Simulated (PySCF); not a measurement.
Molecule: `CC(N)=O`, C2H5NO.

Molfile (atoms numbered from 1):
```
C2H5NO
     RDKit          3D

  9  8  0  0  0  0  0  0  0  0999 V2000
   -1.0433   -0.2296   -0.2729 C   0  0  0  0  0  0  0  0  0  0  0  0
    0.1627    0.0839    0.5867 C   0  0  0  0  0  0  0  0  0  0  0  0
    1.3321    0.2578   -0.0864 N   0  0  0  0  0  0  0  0  0  0  0  0
    0.0874    0.1707    1.7938 O   0  0  0  0  0  0  0  0  0  0  0  0
   -1.4449   -1.2056    0.0352 H   0  0  0  0  0  0  0  0  0  0  0  0
   -0.8376   -0.2486   -1.3522 H   0  0  0  0  0  0  0  0  0  0  0  0
   -1.8212    0.5187   -0.0653 H   0  0  0  0  0  0  0  0  0  0  0  0
    2.1639    0.4656    0.4507 H   0  0  0  0  0  0  0  0  0  0  0  0
    1.4010    0.1870   -1.0898 H   0  0  0  0  0  0  0  0  0  0  0  0
  1  2  1  0
  2  3  1  0
  2  4  2  0
  1  5  1  0
  1  6  1  0
  1  7  1  0
  3  8  1  0
  3  9  1  0
M  END
```

Spin–spin couplings on one PBE0-D3(BJ)/def2-SVP geometry, PySCF, gas phase, non-relativistic, equivalent pairs averaged; isotopes $^{13}$C, $^{1}$H, $^{15}$N, $^{17}$O; functional B3LYP.

Q: How do the couplings (Hz) change with the basis set? Times are CPU seconds on shared hosts with different chips, so compare them loosely. Far from the basis limit: 6-31G*, pcJ-0, 6-31G-J, def2-TZVP, cc-pVTZ.

A: 
```
    basis set  functions  $^{1}J$(C1,H5)  $^{1}J$(N3,H8)  $^{1}J$(N3,H9)  $^{1}J$(C1,C2)  $^{1}J$(C2,N3)  $^{1}J$(C2,O4)  $^{2}J$(H5,H6)  core-s
       6-31G*         66           144.1           -89.1           -87.4            64.3           -20.4             6.9           -16.3       5
        pcJ-0         67           115.4           -79.9           -80.4            41.8            -8.9            51.9           -14.4       5
      6-31G-J         68           138.6           -97.5           -99.0            53.8           -15.6            42.2           -17.8     5.2
    def2-TZVP        154           127.0           -88.2           -89.2            54.1           -15.6            30.0           -12.8      14
        pcJ-1        158           134.6           -94.9           -95.5            55.1           -16.4            26.5           -15.0      11
      cc-pVTZ        190           119.0           -80.1           -81.9            47.9           -18.8            11.9           -12.1      18
aug-cc-pVTZ-J        284           135.6           -95.6           -97.2            53.2           -15.5            27.6           -15.3      34
        pcJ-2        324           134.1           -94.7           -96.1            52.5           -15.1            27.6           -15.0      45
```

The Fermi-contact term samples the wavefunction at the nucleus, which is why sets with added tight s functions (names with J) are made for couplings.
